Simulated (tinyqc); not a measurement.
A ladder of methods, and size consistency: correlation methods against full CI in the sto-3g basis, for HF, spin multiplicity 1. Computed by the program tinyqc with PySCF. 

Geometry (angstrom):

| atom | x | y | z |
|---|---|---|---|
| F | 0.0000 | 0.0000 | 0.0000 |
| H | 0.0000 | 0.0000 | 1.0830 |

RHF energy of one = -98.556266 hartree

All electrons correlated; +Q is the Davidson correction (1 - c0^2) E_corr. The last columns treat two copies 100 angstrom apart as one system. FCI is the lowest singlet.

Correlation energies (hartree):

| method | E_corr of one | share of FCI (%) | E_corr of two at 100 angstrom | two minus twice one (mhartree) |
|---|---|---|---|---|
| MP2 | -0.02572 | 62.648 | -0.05145 | 0.000 |
| CISD | -0.04106 | 100.000 | -0.07969 | 2.435 |
| CISD+Q | -0.04236 | 103.153 | -0.08427 | 0.440 |
| CCSD | -0.04106 | 100.000 | -0.08212 | 0.000 |
| CCSD(T) | -0.04106 | 100.000 | -0.08212 | 0.000 |
| FCI | -0.04106 | 100.000 | - | - |

MP2 recovers 63 %, CISD 100.0 % and CCSD 100.0 % of the FCI value (c0^2 = 0.968 in CISD). MP2 and coupled cluster are size consistent, so their last column vanishes; CISD loses 2.44 mhartree, since a double excitation on each copy is a quadruple of the pair, and the Davidson correction leaves +0.44. With two electrons, or one virtual orbital, CISD and CCSD are exact for one copy, so +Q overshoots there.
